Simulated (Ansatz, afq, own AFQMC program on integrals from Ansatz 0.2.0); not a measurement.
**Atomization energy of NO, quartet**

```xyz
2

N     0.0000    0.0000    0.0000
O     0.0000    0.0000    1.4028
```

Atoms in their ground-state spins without spin–orbit coupling (mostly on UHF) minus the molecule (UHF), without zero-point energy. The geometry is a stationary point, not shown to be a minimum.

Basis 6-31G. Only valence electrons are correlated. Ansatz 0.2.0 and our own AFQMC program on the same integrals; the CISD trial comes from CCSD amplitudes, and released means the phaseless constraint is let go. Free AFQMC starts from the CCSD state and is never constrained. Its projection time is finite, and what remains of the start isn't in its error. ± is one standard error of the sampling. The errors of all members are added in quadrature.

Full CI on the same integrals is exact in this basis and with this determinant's frozen core.

Errors are counted within 6-31G, not against nature.

Cautions: NO (quartet): lower spins were not checked, the ph-AFQMC/HF walk drifts between its halves (2.1 errors).

Reference (full CI): 7.2 kcal/mol.

```tsv
level	atomization energy (kcal/mol)	error against FCI (kcal/mol)
HF	-39.0	-46.1
MP2	2.1	-5.0
CCSD	4.6	-2.6
CCSD(T)	6.4	-0.7
CCSDT	6.9	-0.3
CCSDT(Q)	7.2	0.0
CCSDTQ	7.1	0.0
ph-AFQMC/HF	5.1 ± 0.9	-2.0 ± 0.9
ph-AFQMC/CISD	6.8 ± 0.1	-0.3 ± 0.1
released AFQMC	7.0 ± 0.2	-0.2 ± 0.2
free AFQMC	6.8 ± 0.1	-0.3 ± 0.1
```

Correlation beyond CCSD(T) adds 0.7 kcal/mol. The perturbative (T) step is worth +1.8 kcal/mol.

CCSDT and higher add their correlation energy to the determinant of the CCSD(T) run, since their own runs factorise the integrals more tightly (a shift of under 2 meV). Free projections are given only where their last times agree within the noise and don't stop above the reference; a slow remainder of the start can still hide under it. Released energies are given only where the last usable release times agree within the noise; a slower fall can still hide under it.
